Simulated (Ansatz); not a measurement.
# AlPNH (quintet): the correlation ladder, cc-pVDZ

An exercise on one series of results from a longer session: the logs are not shown, and one member is left open.

Computed with Ansatz 0.2.0, Gaussian basis. Level: cc-pVDZ, core rule «outside noble gas», up to 11 orbitals frozen.

Plan: UHF; CCSD(T) on ROHF; CCSD(T) on UHF; BCCD(T) on ROHF; CISD; CCSDT(Q) on ROHF; CCSDT(Q) on UHF.

29 further runs of the same task are left out: 10 for a known fault of the program, 9 that didn't finish, 10 set aside as unsound or not needed.

**The geometry**

The geometry is a PBE0/def2-TZVP stationary point (not a proven minimum) of the parent state, kept for this charge and spin.

4 atoms, charge 0, spin multiplicity 5.

Atoms are counted from 1 here; the program's logs count them from 0.

Bond lengths: N1–Al2 1.630 Å, N1–H4 0.999 Å, Al2–P3 2.260 Å. Angles: Al2–N1–H4 180.0°, N1–Al2–P3 180.0°.

Set-up of the first run:

Contents of in.yaml:

```yaml
crystal:
  periodic: [false, false, false]
  atoms:
    - {symbol: N, position_ang: [0.000000, 0.000000, 1.130338]}
    - {symbol: Al, position_ang: [0.000000, 0.000000, -0.499668]}
    - {symbol: P, position_ang: [0.000000, 0.000000, -2.759714]}
    - {symbol: H, position_ang: [0.000000, 0.000000, 2.129045]}
basis:
  gaussian: {orbitals: cc-pVDZ}
magnetization: {spin_polarized: true, initial_magnetization: 4}
hamiltonian: {xc: hf}
output: {orbitals: {seedname: orbitals}}
```

Command:

```bash
ansatz run in.yaml --threads 1 --pin off --events-out ev --progress --plain --max-ram 2393MiB
```

Among the steps run: UHF; CCSD(T) on ROHF; CCSD(T) on UHF; BCCD(T) on ROHF; CISD; CCSDT(Q) on ROHF; CCSDT(Q) on UHF.

One table of the session follows, with a row left open; its other results are not shown here.

It belongs to the step «Misses and costs». 

| method | from UCCSDT(Q) (meV) |
| --- | --- |
| ROHF | +8544.0 |
| UHF | +8321.7 |
| RMP2 | +1341.9 |
| UMP2 | +1391.3 |
| CISD | +1101.3 |
| RCCSD | +312.4 |
| UCCSD | +306.4 |
| RCCSD(T) | +67.5 |
| UCCSD(T) | +67.8 |
| BCCD(T) | ? |
| RCCSDT | +24.4 |
| UCCSDT | +23.3 |
| RCCSDT(Q) | +2.0 |
| UCCSDT(Q) | 0 |

Estimate the missing values for BCCD(T).

As computed: from UCCSDT(Q) (meV): +68.1. In the column «from UCCSDT(Q) (meV)» it lies between UCCSD(T) (+67.8) and UCCSD (+306.4).

Limits of these values: Restricted and unrestricted rows rest on different reference determinants; where their highest levels disagree by more than a few hundredths of an eV, they describe different states and don't form one ladder.
